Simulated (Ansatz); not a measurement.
# The cluster Mg₂O: one molecule under many settings

Aim: run the cluster Mg₂O under a spread of inputs, and see what each costs and gives.

Method: the settings change from run to run; program: Ansatz 0.2.0, Gaussian basis.

1 further run of the same task is left out (set aside as unsound or not needed).

**1. The molecule**

The geometry comes from an earlier relaxation with B3LYP-D4 in a triple-zeta def2 set; it is a stationary point.

3 atoms, charge 0, spin multiplicity 1.

Atoms are counted from 1 here; the program's logs count them from 0.

Bond lengths: Mg1–O3 1.805 Å, Mg2–O3 1.805 Å. Angles: Mg1–O3–Mg2 180.0°.

As a file:

| atom | x (Å) | y (Å) | z (Å) |
| --- | --- | --- | --- |
| Mg1 | 0.8977 | 0.8245 | 1.3317 |
| Mg2 | -0.8978 | -0.8245 | -1.3316 |
| O3 | 0.0001 | 0.0000 | -0.0001 |

**2. rPW86-PBE/aug-pcseg-2**

Options: multiplicity 3.

Input file in.yaml:

```yaml
crystal:
  periodic: [false, false, false]
  atoms:
    - {symbol: Mg, position_ang: [0.897717, 0.824543, 1.331659]}
    - {symbol: Mg, position_ang: [-0.897828, -0.824520, -1.331594]}
    - {symbol: O, position_ang: [0.000121, -0.000024, -0.000065]}
basis:
  gaussian: {orbitals: aug-pcseg-2}
magnetization: {spin_polarized: true, initial_magnetization: 2}
hamiltonian: {xc: {name: rPW86-PBE}}
```

The run is started by

```bash
> ansatz run in.yaml --threads 2 --pin off --events-out ev --progress --plain --max-ram 22528MiB --backend cpu
```

The log of the run:

```text
Functional definition: rPW86-PBE
  name "rPW86-PBE"
  cite "Murray, Lee & Langreth, J. Chem. Theory Comput. 5, 2754 (2009) doi:10.1021/ct900365q"
  cite "Perdew, Burke & Ernzerhof, Phys. Rev. Lett. 77, 3865 (1996) doi:10.1103/PhysRevLett.77.3865"
  parent pbe
  exchange = rpw86_x
  correlation = pbe_c
727 factors; their error is unknown
mean field evaluation 1: about -12939.5184 eV, gradient 6.4e1 eV
mean field evaluation 2: about -12724.3914 eV, gradient 1.2e2 eV
mean field evaluation 4: about -12954.6305 eV, gradient 4.0e0 eV
mean field evaluation 8: about -12954.7308 eV, gradient 1.0e-1 eV
mean field evaluation 16: about -12954.7201 eV, gradient 2.6e-5 eV
mean field -12954.72007469 eV, -476.0771817203 hartree, gradient 2.6e-5 eV, S^2 2.001722; 0 other end points of the search recorded, 0 dependent functions left out
reference -12954.72019411 eV, -476.0771861088 hartree; 17, 15 occupied and 85, 87 virtual orbitals, 727 factors
Total energy: -12954.72019411 eV, -476.0771861088 hartree
```

Run time: 4.6 s. Hardware: 2 threads of AMD EPYC 7R13, shared host.

⟨S²⟩ 2.002.

**3. HSE06/def2-TZVPP**

Set apart from the defaults: the search for lower states set to light.

in.yaml: that of step 2 with these lines changed.

```diff
@@ -7,4 +7,5 @@
 basis:
-  gaussian: {orbitals: aug-pcseg-2}
-magnetization: {spin_polarized: true, initial_magnetization: 2}
-hamiltonian: {xc: {name: rPW86-PBE}}
+  gaussian: {orbitals: def2-TZVPP}
+hamiltonian: {xc: {name: HSE06}}
+scf: {lower_state_search: light}
+output: {forces: true}
```

The command is unchanged.

The log of the run:

```text
Functional definition: HSE06
  name "HSE06"
  cite "Heyd, Scuseria & Ernzerhof, J. Chem. Phys. 118, 8207 (2003) doi:10.1063/1.1564060"
  cite "Krukau, Vydrov, Izmaylov & Scuseria, J. Chem. Phys. 125, 224106 (2006) doi:10.1063/1.2404663"
  cite "Heyd & Scuseria, J. Chem. Phys. 120, 7274 (2004) doi:10.1063/1.1668634"
  cite "Ernzerhof & Perdew, J. Chem. Phys. 109, 3313 (1998) doi:10.1063/1.476928"
  cite "Perdew, Burke & Ernzerhof, Phys. Rev. Lett. 77, 3865 (1996) doi:10.1103/PhysRevLett.77.3865"
  parent pbe
  parameter a = 0.25
  parameter omega = 0.11/bohr
  # The whole range is PBE's own exchange, as in plane waves. The composition of these papers is wPBEh.
  exchange = pbe_x - a*pbe_x_sr(omega) + a*exact_x_sr(omega)
  correlation = pbe_c
727 factors; their error is unknown
64 factors; integrals over basis functions are off by at most 3.1e-5 eV
mean field evaluation 1: about -12916.6974 eV, gradient 7.7e1 eV
mean field evaluation 2: about -12729.0832 eV, gradient 1.7e2 eV
mean field evaluation 4: about -12927.7019 eV, gradient 2.0e1 eV
mean field evaluation 8: about -12928.4142 eV, gradient 9.8e-1 eV
mean field evaluation 16: about -12928.4653 eV, gradient 6.1e-6 eV
mean field -12928.46529388 eV, -475.1123363216 hartree, gradient 4.3e-6 eV, S^2 0.000000; 2 other end points of the search recorded, 0 dependent functions left out
the calculation of the forces begins
reference -12928.46532415 eV, -475.1123374341 hartree; 16, 16 occupied and 79, 79 virtual orbitals, 727 factors
Total energy: -12928.46532415 eV, -475.1123374341 hartree
Atom 0 at     0.897717     0.824543     1.331659 Å, force    -0.051267    -0.047116    -0.076099 eV/Å
Atom 1 at    -0.897828    -0.824520    -1.331594 Å, force     0.051323     0.047105     0.076068 eV/Å
Atom 2 at     0.000121    -0.000024    -0.000065 Å, force    -0.000056     0.000011     0.000031 eV/Å
Dipole moment:    -0.000089     0.000018     0.000049 e Å
```

Run time: 1.7 s. Hardware: 2 threads of AMD EPYC 7R13, shared host.

Largest force 0.103 eV/Å, dipole 0.00 D.

**4. wPBEh/pcseg-2**

Options: atoms shaken by 0.08 Å.

Input file in.yaml:

```yaml
crystal:
  periodic: [false, false, false]
  atoms:
    - {symbol: Mg, position_ang: [0.955752, 0.876895, 1.274964]}
    - {symbol: Mg, position_ang: [-0.901687, -0.674829, -1.435767]}
    - {symbol: O, position_ang: [-0.067508, -0.043259, -0.073551]}
basis:
  gaussian: {orbitals: pcseg-2}
hamiltonian: {xc: {name: wPBEh}}
scf: {omitted_lower_state_checks: [starts]}
output: {forces: true}
```

The command is unchanged.

The log of the run:

```text
Functional definition: wPBEh
  name "wPBEh"
  cite "Heyd, Scuseria & Ernzerhof, J. Chem. Phys. 118, 8207 (2003) doi:10.1063/1.1564060"
  cite "Krukau, Vydrov, Izmaylov & Scuseria, J. Chem. Phys. 125, 224106 (2006) doi:10.1063/1.2404663"
  cite "Heyd & Scuseria, J. Chem. Phys. 120, 7274 (2004) doi:10.1063/1.1668634"
  cite "Ernzerhof & Perdew, J. Chem. Phys. 109, 3313 (1998) doi:10.1063/1.476928"
  cite "Perdew, Burke & Ernzerhof, Phys. Rev. Lett. 77, 3865 (1996) doi:10.1103/PhysRevLett.77.3865"
  parent pbe
  parameter a = 0.25
  parameter omega = 0.11/bohr
  exchange = wpbe_x - a*pbe_x_sr(omega) + a*exact_x_sr(omega)
  correlation = pbe_c
these checks for a lower state are left out or cut short: starts
588 factors; their error is unknown
50 factors; integrals over basis functions are off by at most 6.6e-5 eV
mean field evaluation 1: about -12917.5682 eV, gradient 7.8e1 eV
mean field evaluation 2: about -12731.3640 eV, gradient 1.7e2 eV
mean field evaluation 4: about -12919.2801 eV, gradient 3.8e1 eV
mean field evaluation 8: about -12929.6950 eV, gradient 3.3e0 eV
mean field evaluation 16: about -12929.9296 eV, gradient 5.9e-2 eV
mean field -12929.92965370 eV, -475.1661505523 hartree, gradient 1.3e-5 eV, S^2 0.000000; 0 other end points of the search recorded, 0 dependent functions left out
the calculation of the forces begins
reference -12929.92968362 eV, -475.1661516518 hartree; 16, 16 occupied and 52, 52 virtual orbitals, 588 factors
Total energy: -12929.92968362 eV, -475.1661516518 hartree
Atom 0 at     0.955752     0.876895     1.274964 Å, force    -0.811323    -0.741872    -1.041939 eV/Å
Atom 1 at    -0.901687    -0.674829    -1.435767 Å, force    -0.864010    -0.669243    -1.377476 eV/Å
Atom 2 at    -0.067508    -0.043259    -0.073551 Å, force     1.675333     1.411115     2.419414 eV/Å
Dipole moment:    -0.049783    -0.007420    -0.148419 e Å
Checks for a lower state left out: starts
```

It took 0.86 s on 2 threads of AMD EPYC 7R13, shared host.

Largest force 3.264 eV/Å, dipole 0.75 D.

**5. The runs in one table**

| level | charge | multiplicity | geometry | functions | energy (eV) | time |
| --- | --- | --- | --- | --- | --- | --- |
| rPW86-PBE/aug-pcseg-2 | 0 | 3 | relaxed | 102 | -12954.720 | 4.6 s |
| HSE06/def2-TZVPP | 0 | 1 | relaxed | 95 | -12928.465 | 1.7 s |
| wPBEh/pcseg-2 | 0 | 1 | shaken | 68 | -12929.930 | 0.86 s |

**6. Outcome**

| quantity | value |
| --- | --- |
| runs | 3 |
| quickest | wPBEh/pcseg-2, 0.86 s |
| slowest | rPW86-PBE/aug-pcseg-2, 4.6 s |

What this shows: The runs differ in state or geometry as well as level, so their energies can't be set against each other. rPW86-PBE/aug-pcseg-2 took 5 times as long as wPBEh/pcseg-2. The jobs differ in tasks and options as well as level. At the B3LYP-D4/def2-TZVP geometry and in the same state, runs without warnings or point charges leave forces up to 0.10 eV/Å (HSE06/def2-TZVPP), against 3.3 eV/Å where the atoms were moved.
